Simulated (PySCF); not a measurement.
CHN, SMILES C#N. Geometry optimised at PBE-D3(BJ)/def2-TZVPD.

Problem. Give the equilibrium geometry at PBE-D3(BJ)/def2-TZVPD (PySCF confirms it by a frequency run) as bond lengths and angles, and its point group. (The exact figures need the calculation; the answer reports its results.)

Solution. point group C∞v.
Atoms: C1 N2 H3. Bonded distances (Å): C1–N2 1.158, C1–H3 1.076. Angles (°): N2–C1–H3 180.0.
Charge 0, spin multiplicity 1.
